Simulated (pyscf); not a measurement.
HO–Si(OH)(OH)–F + H• → HO–Si(OH)(OH)–F + H• (substitution at O; doublet surface; H–O broken, H–O formed). Optimised with ωB97X-D3(BJ)/def2-SVP in PySCF. Energies in kJ/mol from the separated reactants.

```
level                   barrier  reaction energy
----------------------  -------  ---------------
ωB97X-D3(BJ)/def2-TZVP    156.7              0.0
PBE/def2-TZVP               ___              0.0
B3LYP-D3(BJ)/def2-TZVP      ___              0.0
PBE0-D3(BJ)/def2-TZVP     129.4              0.0
M06-2X/def2-TZVP          144.0              0.0
HF/def2-TZVP              240.1              0.0
```

Question: What belongs in the gaps?

Answer: 
- PBE/def2-TZVP, barrier: 101.4
- B3LYP-D3(BJ)/def2-TZVP, barrier: 118.7

The functionals in the table span 55.3 kJ/mol in this barrier, from PBE to ωB97X-D3(BJ)/def2-TZVP. One saddle was located; it need not be the lowest between these sides. The angle at the attacked O is 138°.
